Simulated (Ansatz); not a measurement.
```yaml
crystal:
  periodic: [false, false, false]
  atoms:
    - {symbol: B, position_ang: [0.000000, -0.000000, -0.016466]}
    - {symbol: N, position_ang: [-0.000000, 0.000000, 0.904367]}
basis:
  gaussian: {orbitals: def2-TZVP}
magnetization: {spin_polarized: true, initial_magnetization: 2}
hamiltonian: {xc: {name: wPBEh}}
accuracy: high
output: {forces: true}
```

```sh
$ ansatz run in.yaml --threads 2 --pin off --events-out ev --progress --plain --max-ram 20480MiB --backend cpu
```

It prints (some lines left out):

```
Functional definition: wPBEh
844 factors; integrals over basis functions are off by at most 3.4e-9 eV
65 factors; integrals over basis functions are off by at most 1.3e-9 eV
mean field evaluation 1: about -2143.3055 eV, gradient 4.5e1 eV
mean field evaluation 2: about -2141.8808 eV, gradient 4.5e1 eV
mean field evaluation 4: about -2149.9998 eV, gradient 2.5e0 eV
mean field evaluation 8: about -2150.0262 eV, gradient 3.4e-2 eV
mean field evaluation 16: about -2150.0262 eV, gradient 2.4e-7 eV
mean field -2150.02617509 eV, -79.0120045944 hartree, gradient 2.8e-8 eV, S^2 2.002891; 1 other end points of the search recorded, 0 dependent functions left out
reference -2150.02617780 eV, -79.0120046942 hartree; 7, 5 occupied and 55, 57 virtual orbitals, 844 factors
Total energy: -2150.02617780 eV, -79.0120046942 hartree
Atom 0 at     0.000000    -0.000000    -0.016466 Å, force    -0.000000     0.000000   -68.592771 eV/Å
Atom 1 at    -0.000000     0.000000     0.904367 Å, force     0.000000    -0.000000    68.592771 eV/Å
Dipole moment:     0.000000    -0.000000     0.024722 e Å
```

Problem. Something in this input is off. What?

Solution. The geometry is squeezed to about two thirds of its size. The calculation finished and met its thresholds. The result belongs to that input, not to the molecule as meant.
